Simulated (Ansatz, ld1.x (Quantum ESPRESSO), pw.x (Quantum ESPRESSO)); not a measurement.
**P: one change to the RRKJ potential, in the atom and in the sc crystal**

* Element: P
* Generator: ld1.x (Quantum ESPRESSO) 7.5
* Type: norm-conserving RRKJ (Kleinman–Bylander form)
* Functional: LDA (PW92)
* Relativity: scalar-relativistic
* Frozen core: [Ne]
* Valence charge: 5
* Reference configuration: 3s2 3p3
* Partial waves: 3p (bound): rc 1.35 bohr; 3d channel at 0.15 Ry: rc 1.20 bohr; 3s (bound): rc 1.60 bohr
* Local potential: the s channel
* Core correction: none
* rho0: 0.001

Change: local potential all-electron potential smoothed inside 1.05 bohr (lloc = -1).

Cutoffs, loose and tight: the cutoffs (Ry, on a coarse ladder) from which the occupation-weighted sum of valence levels, in a spherical-Bessel basis at the reference potential, stays within 10 and 1 mRy of its value at 400 Ry. They do not see the model core or the augmentation charge, which bear on the density cutoff. Test errors are all-electron minus pseudo excitation energies from the reference, over the configurations 3s2 3p2; 3s2 3p1; 3s2 3p0; 3s1 3p4; 3s1 3p0; 3s2 3p2.5; 3s0 3p5 (two spin-polarised tests are not counted in the largest error); variants that change the core or the reference have their own tests.

Crystal test: sc P in pw.x 7.5, no spin, 14³ k-points, Fermi–Dirac smearing 0.01 Ry, cutoffs set for each file from its atomic test. The reference is all-electron LAPW (Ansatz 0.2.0) with the same functional, mesh and smearing; V0 and B0 come from Birch–Murnaghan fits to the pressures at five volumes. Errors are pseudo minus all-electron; Δ is the rms difference of the E(V) curves that follow from these fits, minima aligned, over ±6 % about the mean V0. Mesh and smearing are coarse, so the numbers serve the comparison and aren't converged zero-temperature values; the lattice is a test structure that the element need not adopt.

All-electron: a0 = 2.415 Å (V0 = 14.09 Å³/atom), B0 = 120.8 GPa.

Question: Does the change bring the crystal closer to the all-electron result?

Answer: The mean pressure error goes from -0.57 to -1.08 GPa, so the change moves the solid further from the all-electron pressures.

| quantity | base | changed |
| --- | --- | --- |
| outcome (atom) | generated | generated |
| cutoff, loose (atom) | 45 Ry | 45 Ry |
| cutoff, tight (atom) | 70 Ry | 70 Ry |
| bound ghosts (atom) | none | none |
| largest test error (meV) (atom) | +476 | +549 |
| cutoffs in pw.x (Ry) | 85/340 | 85/340 |
| a0 (Å) | 2.412 | 2.409 |
| a0 error (%) | -0.15 | -0.28 |
| B0 error (%) | +0.6 | +1.0 |
| Δ (meV/atom) | 1.7 | 3.3 |
| mean pressure error (GPa) | -0.57 | -1.08 |

 The atomic cutoffs weigh occupied waves only.
